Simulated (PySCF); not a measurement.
nitrogen (N2), SMILES N#N.

Coordinates come from a PBE0-D3(BJ)/def2-TZVPD optimisation.

Two levels are set side by side: TDA-PBE/def2-TZVPD (PySCF) and ADC(3)/aug-cc-pVDZ (PySCF). Vertical, same geometry; the bases differ. Differences are taken from unrounded values.

```tsv
quantity	ADC(3)	TDA-PBE	TDA-PBE minus ADC(3)
lowest singlet excitation (eV)	9.45	9.38	-0.07
```

Here PBE gives about what the other level gives.

Rough cost on one machine, each run with all the roots and properties that it gave: ADC(3) against TDA-PBE about 9 times.
